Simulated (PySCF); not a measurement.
Molfile (atoms numbered from 1):
```
C5H12O
     RDKit          3D

 18 17  0  0  0  0  0  0  0  0999 V2000
   -1.6782    1.0362    0.0566 C   0  0  0  0  0  0  0  0  0  0  0  0
   -0.6062    0.0152   -0.3086 C   0  0  0  0  0  0  0  0  0  0  0  0
   -0.9276   -1.3515    0.2873 C   0  0  0  0  0  0  0  0  0  0  0  0
    0.7778    0.5272    0.1068 C   0  0  2  0  0  0  0  0  0  0  0  0
    1.9263   -0.3643   -0.3379 C   0  0  0  0  0  0  0  0  0  0  0  0
    0.7666    0.6806    1.5096 O   0  0  0  0  0  0  0  0  0  0  0  0
   -2.6746    0.6987   -0.2676 H   0  0  0  0  0  0  0  0  0  0  0  0
   -1.7019    1.1908    1.1455 H   0  0  0  0  0  0  0  0  0  0  0  0
   -1.4816    2.0117   -0.4161 H   0  0  0  0  0  0  0  0  0  0  0  0
   -0.5795   -0.0778   -1.4098 H   0  0  0  0  0  0  0  0  0  0  0  0
   -1.9395   -1.6731   -0.0028 H   0  0  0  0  0  0  0  0  0  0  0  0
   -0.2263   -2.1298   -0.0490 H   0  0  0  0  0  0  0  0  0  0  0  0
   -0.8842   -1.3077    1.3860 H   0  0  0  0  0  0  0  0  0  0  0  0
    0.9070    1.5174   -0.3808 H   0  0  0  0  0  0  0  0  0  0  0  0
    1.8707   -1.3509    0.1450 H   0  0  0  0  0  0  0  0  0  0  0  0
    2.8944    0.0884   -0.0664 H   0  0  0  0  0  0  0  0  0  0  0  0
    1.9243   -0.5064   -1.4296 H   0  0  0  0  0  0  0  0  0  0  0  0
    1.6327    0.9954    1.7852 H   0  0  0  0  0  0  0  0  0  0  0  0
  1  2  1  0
  2  3  1  0
  2  4  1  0
  4  5  1  0
  4  6  1  0
  1  7  1  0
  1  8  1  0
  1  9  1  0
  2 10  1  0
  3 11  1  0
  3 12  1  0
  3 13  1  0
  4 14  1  6
  5 15  1  0
  5 16  1  0
  5 17  1  0
  6 18  1  0
M  END
```

Geometry: PBE0-D3(BJ)/def2-SVP; GIAO absolute shieldings from PySCF, gas phase, non-relativistic, averaged over equivalent atoms.

At PBE0/pcSseg-1 (162 basis functions, 21 s wall time on 1 thread of an Arm Neoverse V1, shared host):
```tsv
atoms	σ (ppm)
C4	112.9
C2	148.8
C5	159.4
C1	161.5
C3	170.5
O6	276.1
H14	27.69
H10	30.11
H15/H16/H17	30.14
H7/H8/H9	30.15
H11/H12/H13	30.33
H18	31.46
```

Task: Estimate the result of repeating the calculation with WP04/pcSseg-1.

Result: 
| atoms | σ at WP04/pcSseg-1 | change |
| --- | --- | --- |
| C4 | 97.8 | -15.1 |
| C2 | 134.1 | -14.7 |
| C5 | 146.9 | -12.5 |
| C1 | 149.0 | -12.5 |
| C3 | 156.2 | -14.3 |
| O6 | 264.9 | -11.2 |
| H14 | 28.11 | +0.42 |
| H10 | 30.44 | +0.33 |
| H15/H16/H17 | 30.45 | +0.31 |
| H7/H8/H9 | 30.47 | +0.32 |
| H11/H12/H13 | 30.60 | +0.27 |
| H18 | 31.51 | +0.05 |

The largest change is at C4 (sp3 CH bonded to O). Cost: 162 basis functions, 19 s wall time on 1 thread of an Arm Neoverse V1, shared host. The order of the carbon signals is the same at both levels.
